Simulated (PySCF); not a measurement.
# C2HF3O (SMILES FC1OC1(F)F): MP2/6-311+G(d,p)

Aim: the vertical ionisation energy of C2HF3O at MP2/6-311+G**, from 2 runs. 

The calculation is run with PySCF 2.14.0.

### 1 Starting point

The species is C2HF3O (7 atoms), meant as a singlet with charge 0. SMILES: `FC1OC1(F)F`. Geometry: relaxed at PBE0-D4/def2-TZVP.

Bond lengths: F1–C2 1.334 Å, C2–O3 1.424 Å, C2–C4 1.445 Å, O3–C4 1.366 Å, C4–F5 1.322 Å, C4–F6 1.326 Å, C2–H7 1.086 Å. Some angles: F1–C2–O3 115.2°, F1–C2–C4 119.8°, O3–C2–C4 56.8°, C2–O3–C4 62.4°, C2–C4–O3 60.8°, C2–C4–F5 121.9°, C2–C4–F6 123.1°, O3–C4–F5 116.9°, O3–C4–F6 116.4°, F5–C4–F6 109.4°.

### 2 The energy at MP2/6-311+G(d,p)

Input file job.py:

```python
# FC1OC1(F)F
from pyscf import gto, mp

mol = gto.M(
    atom='''
F     -0.633400    -1.685800     0.231100
C     -0.181400    -0.473900     0.556500
O      1.148600    -0.190200     0.135600
C      0.132100     0.478800    -0.484100
F     -0.069200     0.209600    -1.763100
F      0.091600     1.791700    -0.299600
H     -0.427000    -0.198200     1.577800
''',
    spin=0,
    basis='6-311+g**',
    verbose=3,
    max_memory=1860,
)

mf = mol.RHF()
mf.conv_tol = 1e-10
mf.kernel()
if not mf.converged:
    mf = mf.newton().run(mf.mo_coeff, mf.mo_occ)

pt = mp.MP2(mf, frozen=6).run()
etot = pt.e_tot
print('E(%s) = %.9f' % ('MP2', etot))
```

On the command line:

```
$ OMP_NUM_THREADS=1 python job.py
```

The program printed:

```text
converged SCF energy = -449.57165795445
E(RMP2) = -450.657486800047  E_corr = -1.08582884559622
E(SCS-RMP2) = -450.616310175565  E_corr = -1.04465222111509
E(MP2) = -450.657486800
```

It took 8.7 s on 1 thread of Arm Neoverse V1, shared host; peak memory 0.64 GiB.

### 3 The doublet cation

Input file mol.xyz:

```xyz
7

F     -0.633400    -1.685800     0.231100
C     -0.181400    -0.473900     0.556500
O      1.148600    -0.190200     0.135600
C      0.132100     0.478800    -0.484100
F     -0.069200     0.209600    -1.763100
F      0.091600     1.791700    -0.299600
H     -0.427000    -0.198200     1.577800
```

Input file job.py:

```python
from pyscf import gto, scf, mp

mol = gto.M(
    atom='mol.xyz',
    verbose=3,
    max_memory=1860,
    charge=1,
    spin=1,
    basis='6-311+g**',
)

mf = scf.UHF(mol)
mf.conv_tol = 1e-10
mf.kernel()
if not mf.converged:
    mf = mf.newton().run(mf.mo_coeff, mf.mo_occ)

pt = mp.MP2(mf, frozen=6).run()
e_tot = pt.e_tot
print('Final energy', e_tot)
```

On the command line:

```
$ OMP_NUM_THREADS=1 python job.py
```

The program printed:

```text
converged SCF energy = -449.122121094095  <S^2> = 0.76963464  2S+1 = 2.0195392
E(UMP2) = -450.194417107171  E_corr = -1.07229601307531
E(SCS-UMP2) = -450.151254014844  E_corr = -1.02913292074849
Final energy -450.19441710717064
```

Run time: 24 s. Hardware: 1 thread of Arm Neoverse V1, shared host; peak memory 0.69 GiB.

### 4 Outcome

At MP2/6-311+G**, 6 core orbitals frozen:

```
                                                                  quantity          value
                                              singlet C2HF3O: total energy  -450.65749 Eh
                      singlet C2HF3O: dipole moment (Hartree–Fock density)         2.27 D
                       singlet C2HF3O: HOMO energy (Hartree–Fock orbitals)      -13.73 eV
                       singlet C2HF3O: LUMO energy (Hartree–Fock orbitals)        1.78 eV
                     singlet C2HF3O: HOMO–LUMO gap (Hartree–Fock orbitals)       15.51 eV
               singlet C2HF3O: correlation energy (6 core orbitals frozen)    -1085.8 mEh
                                              doublet cation: total energy  -450.19442 Eh
doublet cation: HOMO energy (Hartree–Fock orbitals) (highest over α and β)      -23.13 eV
 doublet cation: LUMO energy (Hartree–Fock orbitals) (lowest over α and β)      -10.71 eV
               doublet cation: correlation energy (6 core orbitals frozen)    -1072.3 mEh
                         doublet cation: ⟨S²⟩ of the reference determinant          0.770
                        vertical ionisation energy (to the doublet cation)      12.601 eV
```

**Reading.** Removing an electron at fixed nuclei costs 12.60 eV (291 kcal/mol). Mulliken charges (doublet cation) of the mean-field density run from -0.03 on F1 to +0.38 on C4; in a basis this large or diffuse they mean little.
